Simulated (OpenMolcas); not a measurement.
**One shape, several levels: C2H3ClO (acetyl chloride)**

Aim: a comparison of 6 runs (BHLYP/cc-pVDZ, M06-L/cc-pVDZ, PBE0/cc-pVDZ, SVWN5/cc-pVDZ, TPSS/cc-pVDZ, MP2/cc-pVDZ) of C2H3ClO (acetyl chloride). 

The results are computed with OpenMolcas 26.06.

## Step 1: The molecule

The species is C2H3ClO (7 atoms), meant as a singlet with charge 0. As SMILES, `CC(=O)Cl`. Geometry: relaxed at PBE0-D4/def2-TZVP.

Bond lengths: C1–C2 1.491 Å, C2–O3 1.179 Å, C2–Cl4 1.794 Å, C1–H5 1.089 Å, C1–H6 1.091 Å, C1–H7 1.091 Å. Angles: C1–C2–O3 127.8°, C1–C2–Cl4 111.8°, O3–C2–Cl4 120.4°, C2–C1–H5 109.4°, C2–C1–H6 109.4°, C2–C1–H7 109.4°, H5–C1–H6 110.6°, H5–C1–H7 110.6°, H6–C1–H7 107.3°.

## Step 2: Energy and forces at BHLYP/cc-pVDZ (run 1)

The input, calc.inp:

```
&GATEWAY
  BasLib=$CurrDir
  Coord
  7
  angstrom
  C        0.144710       0.666770       0.108700
  C        0.017280      -0.815930       0.021550
  O        0.681540      -1.630880       0.555040
  Cl      -1.337090      -1.306820      -1.047030
  H        0.973300       0.921250       0.767410
  H       -0.788440       1.089970       0.484050
  H        0.308710       1.075650      -0.889730
  Basis=cc-pVDZ
  Group=NoSym

&SEWARD
  GridInput
  Grid=UltraFine
  End of Grid

&SCF
  KSDFT=HYB_GGA_XC_BHANDHLYP
  Thresholds=1e-10 1e-07 1e-07 1e-05
  PrOrbitals=1 1

&ALASKA
```

The basis set cc-pVDZ is read from a file made from the Basis Set Exchange's data (not shown).

Command:

```console
export MOLCAS_MEM=1860
pymolcas calc.inp > calc.log
```

The log of the run:

```text
--- Start Module: gateway ---
[...]
--- Stop Module: gateway /rc=_RC_ALL_IS_WELL_ ---
[...]
      Basis functions           75
[...]
--- Start Module: scf ---
[...]
       Convergence after  14 Iterations
[...]
::    Total KS-DFT energy                            -613.3734541868
[...]
      Total spin, S                                     0.0000000000
[...]
      Total electronic charge=   40.000000
      Total            charge=   -0.000000
[...]
      Dipole Moment (debye):
      Origin of the operator (angstrom)=   -0.4285   -0.9035   -0.3309
                   X=  1.1379E-01               Y=  2.8166E+00               Z=  6.3257E-02           Total=  2.8196E+00
      Quadrupole Moment (debye*angstrom):
[...]
 *              Molecular gradients               *
 **************************************************
  Irreducible representation: a
 ------------------------------------------------------------------------------------------
                              X                       Y                       Z
 ------------------------------------------------------------------------------------------
  C1                9.76691932401685E-05   -1.28970994177813E-03    1.13216243549319E-04
  C2               -6.91421762594624E-03    6.06305349417902E-03   -5.53296514102675E-03
  O3                5.20839812199192E-03   -6.10891513773026E-03    4.16831892222902E-03
  CL4               2.07790448851775E-03    1.42371660924923E-03    1.64265638416516E-03
  H5               -6.22319155594742E-04    1.78976114763696E-04   -4.92023138765951E-04
  H6                4.95204315384523E-04   -1.38648820671161E-04   -4.79733363408563E-04
  H7               -3.42639337614470E-04   -1.28472317900030E-04    5.80530093448495E-04
 ------------------------------------------------------------------------------------------
[...]
```

Run time: 28 s. Hardware: 1 thread of Arm Neoverse V1, shared host; peak memory 0.43 GiB.

## Step 3: Energy and gradient at M06-L/cc-pVDZ (run 2)

The input, job.input:

```
* C2H3ClO Kohn-Sham DFT
>>> EXPORT MOLCAS_PRINT=2

&gateway
 baslib=$CurrDir
 coord
 7
 angstrom
 C        0.144710       0.666770       0.108700
 C        0.017280      -0.815930       0.021550
 O        0.681540      -1.630880       0.555040
 Cl      -1.337090      -1.306820      -1.047030
 H        0.973300       0.921250       0.767410
 H       -0.788440       1.089970       0.484050
 H        0.308710       1.075650      -0.889730
 basis=cc-pVDZ
 group=NoSym

&seward
 gridinput
 Grid=UltraFine
 End of Grid

&scf
 ksdft=M06L
 thresholds=1e-10 1e-07 1e-07 1e-05
 prorbitals=1 1

&alaska
```

The basis set cc-pVDZ is read from a file made from the Basis Set Exchange's data (not shown).

Command:

```console
export MOLCAS_MEM=1860
pymolcas job.input > job.log
```

The log of the run:

```text
--- Start Module: gateway ---
[...]
--- Stop Module: gateway /rc=_RC_ALL_IS_WELL_ ---
[...]
      Basis functions           75
[...]
--- Start Module: scf ---
[...]
       Convergence after  16 Iterations
[...]
::    Total KS-DFT energy                            -613.4476634751
[...]
      Total spin, S                                     0.0000000000
[...]
      Total electronic charge=   40.000000
      Total            charge=   -0.000000
[...]
      Dipole Moment (debye):
      Origin of the operator (angstrom)=   -0.4285   -0.9035   -0.3309
                   X=  2.8570E-01               Y=  2.7526E+00               Z=  1.9977E-01           Total=  2.7745E+00
      Quadrupole Moment (debye*angstrom):
[...]
 *              Molecular gradients               *
 **************************************************
  Irreducible representation: a
 ------------------------------------------------------------------------------------------
                              X                       Y                       Z
 ------------------------------------------------------------------------------------------
  C1                1.51802031345127E-03    5.50791107642823E-03    1.15874008639483E-03
  C2                4.30599142150268E-04   -1.41306949345292E-02    4.69406191430100E-04
  O3               -9.98375331850987E-03    1.26803614692719E-02   -8.03132911472204E-03
  CL4               8.37940422285399E-03    2.11299497319128E-03    6.62690426302781E-03
  H5               -2.98345525978805E-03   -1.44381109096559E-03   -2.35527961266024E-03
  H6                3.03385803371636E-03   -2.38921355675137E-03   -1.07787265606318E-03
  H7               -3.94673133790491E-04   -2.33754793660523E-03    3.20943084263270E-03
 ------------------------------------------------------------------------------------------
[...]
```

Wall time 41 s (1 thread of Arm Neoverse V1, shared host); peak memory 0.43 GiB.

## Step 4: Energy and gradient at PBE0/cc-pVDZ (run 3)

The input, job.input:

```
&GATEWAY
  BasLib
  $CurrDir
  Coord
  7
  bohr
  C      0.27346227     1.26001269     0.20541323
  C      0.03265447    -1.54188424     0.04072360
  O      1.28792394    -3.08191654     1.04887359
  Cl    -2.52673390    -2.46953189    -1.97859994
  H      1.83927044     1.74091019     1.45019473
  H     -1.48993567     2.05974478     0.91472193
  H      0.58337735     2.03268391    -1.68134602
  Basis
  cc-pVDZ
  Group
  NoSym

&SEWARD
  GridInput
  Grid=UltraFine
  End of Grid

&SCF
  KSDFT
  PBE0
  Thresholds
  1e-10 1e-07 1e-07 1e-05
  PrOrbitals
  1 1

&ALASKA
```

The basis set cc-pVDZ is read from a file made from the Basis Set Exchange's data (not shown).

Command:

```console
export MOLCAS_MEM=1860
pymolcas job.input > job.log
```

The log of the run:

```text
--- Start Module: gateway ---
[...]
--- Stop Module: gateway /rc=_RC_ALL_IS_WELL_ ---
[...]
      Basis functions           75
[...]
--- Start Module: scf ---
[...]
       Convergence after  14 Iterations
[...]
::    Total KS-DFT energy                            -613.1401332990
[...]
      Total spin, S                                     0.0000000000
[...]
      Total electronic charge=   40.000000
      Total            charge=   -0.000000
[...]
      Dipole Moment (debye):
      Origin of the operator (angstrom)=   -0.4285   -0.9035   -0.3309
                   X=  1.8639E-01               Y=  2.7175E+00               Z=  1.2148E-01           Total=  2.7266E+00
      Quadrupole Moment (debye*angstrom):
[...]
 *              Molecular gradients               *
 **************************************************
  Irreducible representation: a
 ------------------------------------------------------------------------------------------
                              X                       Y                       Z
 ------------------------------------------------------------------------------------------
  C1                5.77773187611319E-04    2.85513364076539E-03    4.43519175085338E-04
  C2                1.80380681012737E-03   -6.60087611000293E-03    1.48832616977268E-03
  O3               -6.38140009859178E-03    7.91999344493632E-03   -5.13724260476245E-03
  CL4               4.43572482120125E-03    1.44437185194413E-03    3.50916469285956E-03
  H5               -4.33589156749559E-03   -1.12262287473275E-03   -3.44058635886801E-03
  H6                4.73301942263538E-03   -2.28540767345464E-03   -1.91765888351414E-03
  H7               -8.33032575424775E-04   -2.21059227956388E-03    5.05447780942081E-03
 ------------------------------------------------------------------------------------------
[...]
```

It took 28 s on 1 thread of Arm Neoverse V1, shared host; peak memory 0.43 GiB.

Runs 4 to 5 aren't shown in full; the table further down has their settings and results.

## Step 5: A single-point energy at MP2/cc-pVDZ (run 6)

The input, mol.xyz:

```xyz
7

C      0.144710     0.666770     0.108700
C      0.017280    -0.815930     0.021550
O      0.681540    -1.630880     0.555040
Cl    -1.337090    -1.306820    -1.047030
H      0.973300     0.921250     0.767410
H     -0.788440     1.089970     0.484050
H      0.308710     1.075650    -0.889730
```

The input, test.inp:

```
* C2H3ClO MP2

&GATEWAY
  BasLib=$CurrDir
  Coord=mol.xyz
  Basis=cc-pVDZ
  Group=NoSym

&SEWARD

&SCF
  Thresholds=1e-10 1e-07 1e-07 1e-05
  PrOrbitals=1 1

&MBPT2
  Frozen=8
```

The basis set cc-pVDZ is read from a file made from the Basis Set Exchange's data (not shown).

Command:

```console
export MOLCAS_MEM=1860
pymolcas test.inp > test.log
```

The log of the run:

```text
--- Start Module: gateway ---
[...]
--- Stop Module: gateway /rc=_RC_ALL_IS_WELL_ ---
[...]
      Basis functions           75
[...]
--- Start Module: scf ---
[...]
       Convergence after  14 Iterations
[...]
::    Total SCF energy                               -611.8666385064
[...]
      Total spin, S                                     0.0000000000
[...]
      Total electronic charge=   40.000000
      Total            charge=   -0.000000
[...]
      Dipole Moment (debye):
      Origin of the operator (angstrom)=   -0.4285   -0.9035   -0.3309
                   X=  4.8180E-02               Y=  3.0485E+00               Z=  9.4459E-03           Total=  3.0489E+00
      Quadrupole Moment (debye*angstrom):
[...]
--- Stop Module: scf /rc=_RC_ALL_IS_WELL_ ---
[...]
--- Start Module: mbpt2 ---
[...]
WARNING!
Default frozen orbitals as non valence orbitals is overwritten by user input.
Default values:   8
[...]
       Reference weight ( Cref**2 )         =        0.83486
::    Total MBPT2 energy                             -612.4572413010
[...]
      Total MBPT2 calculations                           0.17      0.20
--- Stop Module: mbpt2 /rc=_RC_ALL_IS_WELL_ ---
[...]
```

Run time: 4.5 s. Hardware: 1 thread of Arm Neoverse V1, shared host; peak memory 0.43 GiB.

## Step 6: Overview of the runs

```csv
run,level,task,integration grid,energy (Eh),dipole moment (D) of the reference,HOMO energy (eV),LUMO energy (eV),wall time
1,BHLYP/cc-pVDZ,gradient,UltraFine,-613.373454,2.82,-9.85,0.54,28 s
2,M06-L/cc-pVDZ,gradient,UltraFine,-613.447663,2.77,-7.27,-1.68,41 s
3,PBE0/cc-pVDZ,gradient,UltraFine,-613.140133,2.73,-8.40,-0.76,28 s
4,SVWN5/cc-pVDZ,gradient,UltraFine,-610.716871,2.62,-6.93,-2.06,23 s
5,TPSS/cc-pVDZ,gradient,UltraFine,-613.508880,2.62,-6.90,-1.74,44 s
6,MP2/cc-pVDZ,energy,–,-612.457241,3.05,-12.24,3.68,4.5 s
```

## Step 7: Summary of results

| quantity | value |
| --- | --- |
| run 6: total energy | -612.45724 Eh |
| run 6: dipole moment (mean-field density) | 3.05 D |
| run 6: HOMO energy (Hartree–Fock orbitals) | -12.24 eV |
| run 6: LUMO energy (Hartree–Fock orbitals) | 3.68 eV |
| run 6: HOMO–LUMO gap (Hartree–Fock orbitals) | 15.92 eV |
| run 6: correlation energy (8 core orbitals frozen) | -590.6 mEh |

In words: Over runs 1, 2, 3, 4, 5 the dipole moment (its size) runs from 2.62 D (TPSS/cc-pVDZ) to 2.82 D (BHLYP/cc-pVDZ). Over runs 1, 2, 3, 4, 5 the HOMO–LUMO gap runs from 4.87 eV (SVWN5/cc-pVDZ) to 10.40 eV (BHLYP/cc-pVDZ). Totals of different functionals can't be ranked against each other. All runs together took 2.8 min, the longest 44 s.
